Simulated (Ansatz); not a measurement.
The same path of C2H3 + H2S (8 atoms, charge 0, multiplicity 2) was run twice with different band settings. Lost on the way: H1–S2. Made: H1–C3.

The calculation used Ansatz 0.2.0, UKS PBE0-D4/def2-SVP.

Relaxed end points:

```xyz
8
Properties=species:S:1:pos:R:3
H 0.047 -0.641 -1.387
S 0.377 0.095 -2.478
C -0.306 -0.731 0.922
C -0.443 0.555 1.129
H 1.673 0.149 -2.107
H -0.339 -1.666 1.482
H -0.351 1.278 0.308
H -0.659 0.960 2.130
```

```xyz
8
Properties=species:S:1:pos:R:3
H -0.567 -1.148 -0.430
S 0.914 0.511 -2.812
C -0.380 -0.789 0.587
C -0.371 0.513 0.868
H 1.348 0.313 -1.544
H -0.204 -1.547 1.357
H -0.552 1.263 0.092
H -0.188 0.884 1.882
```

Common settings: movable images 5; climbing image yes; spring 5.0 eV/Å²; start path through a guess of the saddle point; force threshold 0.05 eV/Å; iteration limit 60; end points relaxed.

| run | optimiser |
| --- | --- |
| 1 | quadratic models (default) |
| 2 | fire |

What does each run give, and how far can it be trusted?

Run 1: converged after 13 iterations, highest image 0.006 eV above the first end. A structure lower than the last end lies on the path between it and the top, so the climb from that side starts below the end, which may itself be a saddle point or a shallow side well. The top lies less than 8 meV above the higher end, about what the thresholds resolve: that end is a shoulder or a very shallow well. A vibrational analysis at the climbing image gives one clearly imaginary mode, 126i cm⁻¹: a first-order saddle point.
Run 2: not converged after 60 iterations, highest image 0.004 eV above the first end. The band didn't meet its force threshold, so its energies are provisional: the largest band force was still 0.11 eV/Å, and over the last iterations the top stayed at 0.00 eV.
